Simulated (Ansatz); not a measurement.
## Ansatz (development build ahead of 0.2.0) run

```yaml
crystal:
  periodic: [false, false, false]
  atoms:
    - { symbol: "N", position_ang: [0.0, 0.0, -0.65802] }
    - { symbol: O, position_ang: [0.0, 0.0, 0.57577] }
basis:
  gaussian: { orbitals: cc-pVTZ }
magnetization:
  spin_polarized: true
  initial_magnetization: 1
hamiltonian:
  xc: hf
```

The input is written out in the form of the current development build from the run's settings.

Output:

- Converged: yes
- Total energy: -129.28075 hartree
- Spin squared of the determinant: 1.158

Caution: the unrestricted determinant is spin contaminated.
